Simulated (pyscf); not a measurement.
`[CH2]=[CH][SiH3]` + `[ClH]` → `[SiH3][CH2][CH2][Cl]` (addition across a multiple bond or ene-type step; singlet surface; Cl–H broken, C–Cl, C–H formed). PySCF, gas phase, ωB97X-D3(BJ)/def2-SVP geometries. MP2 and CC: frozen core, UHF for open shells. ΔMP2 is the change of the MP2 total energy from the triple- to the quadruple-zeta basis. Energies in kJ/mol from the separated reactants.

```csv
level,barrier,reaction energy
ωB97X-D3(BJ)/def2-TZVP,159.5,-97.7
PBE/def2-TZVP,[?],-87.6
r²SCAN/def2-TZVP,133.6,-91.7
M06-2X/def2-TZVP,159.0,-91.8
HF/def2-TZVP,211.6,-61.3
CCSD(T)/def2-TZVPP,176.3,-77.3
CCSD(T)/def2-TZVPP + ΔMP2(QZVPP),[?],[?]
```

### Question
Complete the blanks.

### Answer

- PBE/def2-TZVP, barrier: 127.5
- CCSD(T)/def2-TZVPP + ΔMP2(QZVPP), barrier: 170.4
- CCSD(T)/def2-TZVPP + ΔMP2(QZVPP), reaction energy: -79.3

H₃Si–CH₂–CH₂–Cl lies 158.4 kJ/mol over its isomer H₃C–CH₂–SiH₂–Cl (electronic energy, ωB97M-D3(BJ)). One saddle was located; it need not be the lowest between these sides. The CCSD(T) − MP2 part came from Ansatz, without density fitting, on the same reference.
